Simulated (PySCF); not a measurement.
Difluorophosphane, F2HP.
SMILES: `FPF`

The calculation used PBE0-D3(BJ)/def2-SVP geometry optimisation, gas phase (PySCF).

Take the most abundant isotopes and a rigid rotor. 

Question: What are A, B and C (GHz)?

Answer: Ia = 21.18, Ib = 59.07, Ic = 76.37 u·Å²; 505379 MHz·u·Å²/I gives 23857, 8555 and 6618 MHz, that is A = 23.857, B = 8.5553, C = 6.6179 GHz.

Question: What kind of rotor is it?

Answer: An asymmetric top; Ray's κ = -0.775.

Question: What does the inertial defect say?

Answer: Not planar: Δ = Ic − Ia − Ib = -3.89 u·Å². For a rigid frame Δ = −2 Σ m c², so Σ m c² = 1.94 u·Å² lies off the ab plane: 1.84 from hydrogen and 0.11 from heavier atoms. The atom farthest from that plane is 1.35 Å away.

Question: Give the other two planar moments, Paa and Pbb, and the rms extents of the mass along the axes.

Answer: Paa = Σ m a² = (Ib + Ic − Ia)/2 = 57.13 and Pbb = Σ m b² = (Ia + Ic − Ib)/2 = 19.24 u·Å². With the mass M = 69.98 u, the rms extents √(P/M) along a, b and c are 0.90, 0.52, 0.17 Å.

Question: Give the coordinates in the principal-axis frame, origin at the centre of mass.

Answer: The sense of each axis is arbitrary; atoms in the order of the calculation.
```json
{"atom": "F1", "mass (u)": "18.998", "a (Å)": "-1.226", "b (Å)": "0.480", "c (Å)": "0.011"}
{"atom": "P2", "mass (u)": "30.974", "a (Å)": "0.000", "b (Å)": "-0.560", "c (Å)": "-0.057"}
{"atom": "F3", "mass (u)": "18.998", "a (Å)": "1.226", "b (Å)": "0.480", "c (Å)": "0.011"}
{"atom": "H4", "mass (u)": "1.008", "a (Å)": "-0.001", "b (Å)": "-0.873", "c (Å)": "1.351"}
```

Question: List the rotational levels J(Ka,Kc) to J = 5 (cm⁻¹).

Answer: Above 0(0,0):
J = 1: 1(0,1) 0.5061, 1(1,1) 1.0165, 1(1,0) 1.0812
J = 2: 2(0,2) 1.5126, 2(1,2) 1.9642, 2(1,1) 2.1580, 2(2,1) 3.6893, 2(2,0) 3.6950
J = 3: 3(0,3) 3.0083, 3(1,3) 3.3821, 3(1,2) 3.7696, 3(2,2) 5.2077, 3(2,1) 5.2361, 3(3,1) 7.9248, 3(3,0) 7.9251
J = 4: 4(0,4) 4.9777, 4(1,4) 5.2668, 4(1,3) 5.9108, 4(2,3) 7.2277, 4(2,2) 7.3111, 4(3,2) 9.9599, 4(3,1) 9.9621, 4(4,1) 13.7494, 4(4,0) 13.7494
J = 5: 5(0,5) 7.4049, 5(1,5) 7.6138, 5(1,4) 8.5743, 5(2,4) 9.7455, 5(2,3) 9.9324, 5(3,3) 12.5071, 5(3,2) 12.5160, 5(4,2) 16.2928, 5(4,1) 16.2929, 5(5,1) 21.1655, 5(5,0) 21.1655
The levels of one J sum to (2J + 1)J(J + 1)(A + B + C)/3.

Question: Which lines would a microwave search look for?

Answer: The dipole components are |μa| = 0.00 D, |μb| = 1.49 D, |μc| = 0.50 D; the mirror of this Cs structure is the bc plane, so μa vanishes by symmetry and there are no a-type lines. Intensities carry the squares of the components, which stand as 1.00 : 0.11 (b : c). Some lines, for components of 0.1 D or more:

```tsv
type	branch	J(Ka,Kc)	MHz	lower level (cm⁻¹)
c	Q	2(1,2) ← 2(0,2)	13537	1.513
b	R	2(0,2) ← 1(1,1)	14872	1.017
c	Q	1(1,1) ← 1(0,1)	15302	0.506
b	Q	1(1,0) ← 1(0,1)	17239	0.506
b	Q	2(1,1) ← 2(0,2)	19349	1.513
b	R	1(1,1) ← 0(0,0)	30475	0.000
c	R	1(1,0) ← 0(0,0)	32413	0.000
b	R	2(1,2) ← 1(0,1)	43711	0.506
c	Q	2(2,1) ← 2(1,1)	45906	2.158
b	Q	2(2,0) ← 2(1,1)	46078	2.158
c	R	2(1,1) ← 1(0,1)	49523	0.506
b	Q	2(2,1) ← 2(1,2)	51718	1.964
b	R	2(2,1) ← 1(1,0)	78189	1.081
c	R	2(2,0) ← 1(1,0)	78362	1.081
c	R	2(2,1) ← 1(1,1)	80127	1.017
b	R	2(2,0) ← 1(1,1)	80300	1.017
```

Question: Estimate the classical rotational partition function at 25 K, 100 K and 298.15 K.

Answer: Point group Cs, symmetry number σ = 1; q = (√π/σ)·√((kT/h)³/(ABC)), k/h = 20836.6 MHz/K: 573 at 25 K, 4590 at 100 K, 23600 at 298.15 K.

No frequency check. No vibrational averaging or centrifugal distortion is included, and the geometry carries the error of its method.

Hardware: one thread of an Arm Neoverse V1, no GPU, shared host. Cost: 3.8 s, 0.27 GiB resident at most. This is the geometry optimisation.
